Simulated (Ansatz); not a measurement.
# CH₃S− (SMILES [CH2-]S): functionals against CCSD(T) at one geometry

The task here is to estimate one member of a computed series from the others.

Program: Ansatz 0.2.0, Gaussian basis. Level of theory: single points in def2-TZVPPD. These are calculated values, not measurements.

Cores are frozen in the correlated methods.

## Where the work starts

SMILES `[CH2-]S`, 5 atoms, charge -1, spin multiplicity 1.

Atoms are counted from 1 here; the program's logs count them from 0.

Bond lengths: C1–S2 1.851 Å, C1–H3 1.096 Å, C1–H4 0.989 Å, S2–H5 1.378 Å. Angles: S2–C1–H3 106.4°, S2–C1–H4 106.6°, H3–C1–H4 106.6°, C1–S2–H5 99.2°.

As a file:

```xyz
5

C    -0.1474   -0.6444   -0.2021
S     0.2820    1.0182    0.4896
H    -1.2302   -0.7610   -0.0764
H     0.2792   -1.3147    0.3862
H     0.8282    1.5915   -0.6378
```

The first run:

Contents of run/in.yaml:

```yaml
crystal:
  periodic: [false, false, false]
  atoms:
    - {symbol: C, position_ang: [-0.147400, -0.644400, -0.202100]}
    - {symbol: S, position_ang: [0.282000, 1.018200, 0.489600]}
    - {symbol: H, position_ang: [-1.230200, -0.761000, -0.076400]}
    - {symbol: H, position_ang: [0.279200, -1.314700, 0.386200]}
    - {symbol: H, position_ang: [0.828200, 1.591500, -0.637800]}
basis:
  gaussian: {orbitals: "def2-TZVPPD.json"}
total_charge: -1
correlation: {method: ccsd_t}
output: {forces: true}
```

The basis file named in the input lies beside it (Basis Set Exchange, JSON).

No record of the launch command was kept for these runs.

Among the steps run: CCSD(T)/def2-TZVPPD; PBE0-D4/def2-TZVPPD; wB97M-V/def2-TZVPPD; r2SCAN-D4/def2-TZVPPD; PBE-D4/def2-TZVPPD; r2SCAN0-D4/def2-TZVPPD; CAM-B3LYP-D4/def2-TZVPPD.

One of the session's tables, all rows but one given; the rest of the session is left out.

| method | RMS force component (eV/Å) | angle to CCSD(T) forces (°) |
| --- | --- | --- |
| CCSD(T) | 1.766 | reference |
| PBE0-D4 | 1.794 | 4.6 |
| wB97M-V | 1.738 | 2.7 |
| r2SCAN-D4 | 1.760 | 3.6 |
| PBE-D4 | 1.818 | 6.5 |
| r2SCAN0-D4 | 1.753 | 4.9 |
| CAM-B3LYP-D4 | ? | ? |

**Question.** Estimate the row for CAM-B3LYP-D4.

As computed: RMS force component (eV/Å): 1.727; angle to CCSD(T) forces (°): 3.8. In the column «RMS force component (eV/Å)» it is the lowest.

Caveats from the session: The anion's highest level is positive in at least one run, so there the basis alone may hold the extra electron.
